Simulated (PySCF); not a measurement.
Compound: C5H7F.
Geometry (PBE0-D3(BJ)/def2-SVP, Å), atoms numbered from 1 in this order:
```
atom  x, y, z in Å
C1     2.2902   -0.4962   -0.4276
C2     1.0011   -0.3852   -0.2388
C3    -0.2950   -0.2645   -0.0623
C4    -1.2480   -1.4248   -0.1070
C5    -0.8970    1.0900    0.1870
F6    -1.6745    1.0673    1.3226
H7     2.9719   -0.6930    0.4076
H8     2.7315   -0.3985   -1.4260
H9    -1.8222   -1.4704    0.8312
H10   -1.9745   -1.2967   -0.9275
H11   -0.7217   -2.3770   -0.2501
H12   -0.1149    1.8565    0.2998
H13   -1.5515    1.3714   -0.6596
```

Level of theory: core-valence-separated Tamm–Dancoff BHandHLYP/aug-pcX-1 (pcseg-1 on H) in PySCF, non-relativistic, gas phase, PBE0-D3(BJ)/def2-SVP geometry. No empirical shift is added; at this level the pattern usually sits a few eV under experiment.

The lowest roots of each edge with f over 0.003 (five at most, numbered afresh; weaker and dark ones are left out), with transition dipoles (au) in the frame of the coordinates:

```json
{"root": "1", "edge": "C", "E (eV)": "283.03", "μx": "0.0102", "μy": "0.0965", "μz": "0.0118"}
{"root": "2", "edge": "C", "E (eV)": "283.21", "μx": "0.0095", "μy": "0.0884", "μz": "0.0132"}
{"root": "3", "edge": "C", "E (eV)": "283.28", "μx": "-0.0131", "μy": "0.0134", "μz": "-0.0933"}
{"root": "4", "edge": "C", "E (eV)": "283.53", "μx": "-0.0112", "μy": "0.0116", "μz": "-0.0907"}
{"root": "5", "edge": "C", "E (eV)": "285.49", "μx": "-0.0034", "μy": "0.0052", "μz": "-0.0343"}
{"root": "6", "edge": "F", "E (eV)": "685.01", "μx": "0.0228", "μy": "-0.0001", "μz": "-0.0330"}
{"root": "7", "edge": "F", "E (eV)": "686.52", "μx": "0.0110", "μy": "-0.0002", "μz": "-0.0163"}
{"root": "8", "edge": "F", "E (eV)": "687.98", "μx": "0.0031", "μy": "-0.0061", "μz": "0.0167"}
```

What are the oscillator strengths?

f = (2/3) ΔE |μ|², with ΔE in hartree (27.2114 eV):

```
root  ΔE (Eh)  |μ|² (au)      f  core hole on
   1  10.4011   0.009556  0.066            C2
   2  10.4077   0.008079  0.056            C1
   3  10.4103   0.009056  0.063            C2
   4  10.4195   0.008486  0.059            C3
   5  10.4917   0.001215  0.009            C1
   6  25.1735   0.001609  0.027            F6
   7  25.2291   0.000387  0.006            F6
   8  25.2827   0.000326  0.005            F6
```

Molecules are fixed in this frame and the field points along (0, 1, 1)/√2. What effective strengths 3 f cos²θ do the roots have (θ between field and μ)?

root 1 (C2): 0.122, root 2 (C1): 0.107, root 3 (C2): 0.066, root 4 (C3): 0.065, root 5 (C1): 0.009, root 6 (F6): 0.028, root 7 (F6): 0.007, root 8 (F6): 0.003. Root 1 is the strongest. Averaged over all orientations cos²θ is 1/3, which gives f back.

One conformer stands for the species.
